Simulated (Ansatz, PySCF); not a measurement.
Molecule: fluorane, HF, charge 0, multiplicity 1. 
Geometry from a B3LYP-D3(BJ)/def2-TZVP (Ansatz, a program for electronic structure) optimisation:
```xyz
2

F      0.0000     0.0000    -0.0925
H      0.0000     0.0000     0.8321
```
Charge 0, spin multiplicity 1.

Wanted: atomisation energy (electronic, to ground-state atoms), in kcal/mol. Cores are frozen in the correlated levels unless marked. Open shells are spin-unrestricted. Spin-orbit coupling is left out. Non-relativistic. The coupled-cluster limit lacks core correlation, which all-electron functionals hold. CBS(X,Y): correlation extrapolated as X^-3; Hartree-Fock from the larger set (for Q and 5 zeta extrapolated as (X+1)exp(-9√X)).

```
level                                program  atomisation energy (kcal/mol)
----------------------------  --------------  -----------------------------
PBE0/6-31G*                           Ansatz                          126.4
TPSSh/def2-TZVPD                       PySCF                          136.9
HSE06-D3(BJ)/def2-TZVPD       Ansatz + dftd3                          136.2
RI-MP2/aug-cc-pVTZ                    Ansatz                          143.7
SCS-MP2/aug-cc-pVQZ                   Ansatz                          143.3
CCSD(T)/CBS(cc-pVTZ,cc-pVQZ)          Ansatz                          141.5
CCSD(T)/CBS(cc-pVQZ,cc-pV5Z)          Ansatz                          141.7
```
